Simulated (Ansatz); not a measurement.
[B2H7]- (B₂H₇⁻). Total charge -1; singlet. Geometry relaxed at PBE0-D4/def2-TZVPD.

```
atom   x (Å)   y (Å)   z (Å)
  B1   0.822  -0.476   0.634
  H2  -0.426  -0.110   0.454
  B3  -0.800   0.482  -0.657
  H4   0.748  -0.424   1.855
  H5   0.902  -1.615   0.216
  H6   1.649   0.284   0.186
  H7  -0.687   1.675  -0.453
  H8  -1.959   0.095  -0.575
  H9  -0.250   0.089  -1.660
```

Problem. Estimate the harmonic wavenumbers at RKS PBE0-D4/def2-TZVPD (Ansatz, unscaled). Is this a minimum?

Solution. 111, 200, 283, 640, 814, 863, 954, 1056, 1091, 1151, 1154, 1160, 1171, 1585, 2212, 2378, 2388, 2446, 2450, 2506, 2508 cm⁻¹. Yes, no mode is imaginary beyond noise. Zero-point energy 174.2 kJ/mol. It took 31 s on 4 threads of Arm Neoverse V1 on a shared host.
